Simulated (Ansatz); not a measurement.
# H5Si: the cost of one run

Method: UKS PBE/def2-SVP, in Ansatz 0.2.0.

### Step 1. The system as given

Bond lengths: Si1–H3 1.460 Å, Si1–H4 1.459 Å, Si1–H5 1.459 Å. Angles: H3–Si1–H4 109.5°, H3–Si1–H5 109.5°, H4–Si1–H5 109.5°.

Coordinates:

```xyz
6

Si    0.0000    0.0000    0.0000
H     0.0000    0.0000    1.7100
H     1.3768    0.0000   -0.4862
H    -0.6877    1.1914   -0.4862
H    -0.6877   -1.1914   -0.4862
H     0.0000    0.0000    2.6700
```

### Step 2. A restrained relaxation towards end A

Springs on the bonds that form and break draw the guess towards this end; the thresholds are loose.

Contents of input.yaml:

```yaml
crystal:
  periodic: [false, false, false]
  atoms:
    - { symbol: Si, position_ang: [0.0, 0.0, 0.0] }
    - { symbol: H, position_ang: [0.0, 0.0, 1.71] }
    - { symbol: H, position_ang: [1.3768, 0.0, -0.4862] }
    - { symbol: H, position_ang: [-0.6877, 1.1914, -0.4862] }
    - { symbol: H, position_ang: [-0.6877, -1.1914, -0.4862] }
    - { symbol: H, position_ang: [0.0, 0.0, 2.67] }
magnetization:
  spin_polarized: true
  initial_magnetization: 1
basis:
  gaussian: { orbitals: def2-SVP }
hamiltonian:
  xc: pbe
relax:
  f_tol: 0.15
  max_steps: 25
  restrain:
    - { distance: [1, 5], at: 1.86, k: 30.0 }
    - { distance: [0, 1], at: 1.46, k: 30.0 }
output:
  orbitals: {}
```

On the command line:

```
ansatz run input.yaml --threads 1 --pin off --max-ram 2048MiB --backend cpu --events-out ev --progress --plain --runs-dir out
```

What time and memory should one allow on 1 thread of Arm Neoverse V1, shared host?

About 6.3 s, with a peak of 0.097 GiB.
